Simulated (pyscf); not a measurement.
`[O]=[ZrH][OH]` -> `[O]=[Zr]` [singlet] + `[OH2]` (1,1-elimination; singlet surface; O–Zr, H–Zr broken, H–O formed). Single points on ωB97X-D3(BJ)/def2-SVP structures (PySCF, gas phase). Correlated levels are frozen-core, on RHF or UHF. ΔMP2 is the change of the MP2 total energy from the triple- to the quadruple-zeta basis. Energies in eV from the reactant's lowest minimum found.

```csv
level,barrier,reaction energy
ωB97X-D3(BJ)/def2-TZVP,2.99,+3.51
r²SCAN/def2-TZVP,2.62,+3.63
B3LYP-D3(BJ)/def2-TZVP,2.60,+3.19
PBE0-D3(BJ)/def2-TZVP,2.61,+3.26
ωB97M-D3(BJ)/def2-TZVP,2.79,+3.14
MP2/def2-QZVPP,2.54,+2.94
CCSD(T)/def2-TZVPP + ΔMP2(QZVPP),2.61,+2.94
```

On the product side the descent ends in an adduct with a O–Zr contact, 0.94 eV under the separated species and 0.42 eV under the saddle at ωB97X-D3(BJ)/def2-TZVP. At ωB97X-D3(BJ), B3LYP-D3(BJ), PBE0-D3(BJ), ωB97M-D3(BJ), MP2, CCSD(T) the saddle lies under the separated products, which points to a path from their complex (located at ωB97X-D3(BJ) alone), and parting the products costs more than the saddle. At r²SCAN this geometry lies under the product side: in single points on another level's saddle the reverse barrier vanishes, and the forward threshold there is about the reaction energy. What is counted as broken (O–Zr) persists as a longer contact in the product adduct; parting that adduct is a step of its own. One saddle was located; it need not be the lowest between these sides. A restricted singlet here is unstable towards spin polarisation, as is usual where a triplet lies low; its energy is less safe. The CCSD(T) − MP2 part came from Ansatz, without density fitting, on the same reference. The frozen core leaves the outer d or s,p core shells of the metals and heavy elements correlated in the MP2 and CC values, and def2-TZVPP describes them poorly, which can shift differences by a few kcal/mol. Elements past Kr carry the def2 core potentials, without spin-orbit coupling.
